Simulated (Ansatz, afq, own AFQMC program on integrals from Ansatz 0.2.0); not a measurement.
# Where AFQMC and coupled cluster stand for BH2⁺, singlet

```xyz
3

B     0.0000    0.0000   -0.0744
H     0.0000    0.0000   -1.0304
H     0.0000    0.0000    1.1048
```

Basis cc-pVDZ. Only valence electrons are correlated. AFQMC by an in-house program on the Cholesky factors that Ansatz 0.2.0 writes for its CCSD(T) run. ph-AFQMC/CISD is guided by a CISD state made of CCSD amplitudes; releasing the constraint for a short imaginary time cuts its bias at the price of noise, slowly where states lie close. ± is one standard error of the sampling.

Determinant: RHF, the one that the program's search chose, which needn't be the lowest solution. The geometry is a point of a scan.

Full CI on the same integrals is exact in this basis and with this determinant's frozen core.

```
T1 diagnostic                               : 0.0050
weight of the determinant in the CISD state : 0.964
size of the correlated space                : 4 electrons in 23 orbitals
```

| level | correlation energy (eV) |
| --- | --- |
| MP2 | -1.4634 |
| CCSD | -1.9338 |
| CCSD(T) | -1.9484 |

Problem. Estimate where phaseless AFQMC with a CISD trial lies against CCSD(T) on the same integrals.

Solution. 0.5 ± 0.04 kJ/mol below CCSD(T).

Reference: full CI, correlation energy -1.954 eV. The released energy is read at 2.40 1/Eh (meV from the phaseless value at times in 1/Eh: -0.3 ± 0.4 at 0.24, -0.6 ± 0.3 at 0.51, -0.6 ± 0.3 at 0.99, -0.66 ± 0.24 at 1.62, -0.8 ± 0.3 at 2.40).

```csv
level,E − E(reference) (kJ/mol),share of correlation (%)
CCSD(T),0.5,99.71
CCSDT,0.0,99.98
CCSDT(Q),0.0,99.99
ph-AFQMC/CISD,0.0 ± 0.04,99.98
released AFQMC,0.0 ± 0.03,100.02
```

CCSDT and higher add their correlation energy to the determinant of the CCSD(T) run, since their own runs factorise the integrals more tightly (a shift of under 2 meV). A walk keeps the symmetry of its determinant, which the program's search chose and which needn't be the lowest solution, so a lower state of the same spin and another symmetry isn't excluded. Released energies are given only where the last usable release times agree within the noise; a slower fall can still hide under it.
